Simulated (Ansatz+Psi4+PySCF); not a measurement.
## doublet H₄O₂(+): levels of theory in one basis

```xyz
6

O    -1.5510   -0.1145    0.0000
H    -1.9343    0.7625    0.0000
H    -0.5997    0.0407    0.0000
O     1.3506    0.1115    0.0000
H     1.6804   -0.3737   -0.7586
H     1.6804   -0.3737    0.7586
```

Basis set: cc-pVTZ (spherical functions). Correlated methods keep 2 orbitals frozen. Correlation on ROHF uses semicanonical orbitals with singles. Charge 1, multiplicity 2.

Computed with Ansatz (development build ahead of 0.2.0) and Psi4 1.11; each method stands on the lowest determinant of its kind that the runs found.

```tsv
method	E − E(ROHF) (eV)	<S²> of the determinant
ROHF	0.00	0.75
UHF	-0.14	0.76
ROHF-MP2	-12.71	–
UHF-MP2	-12.71	0.76
```

Caution for ROHF-MP2, UHF-MP2: MP2 on this radical cation hangs on the determinant chosen.
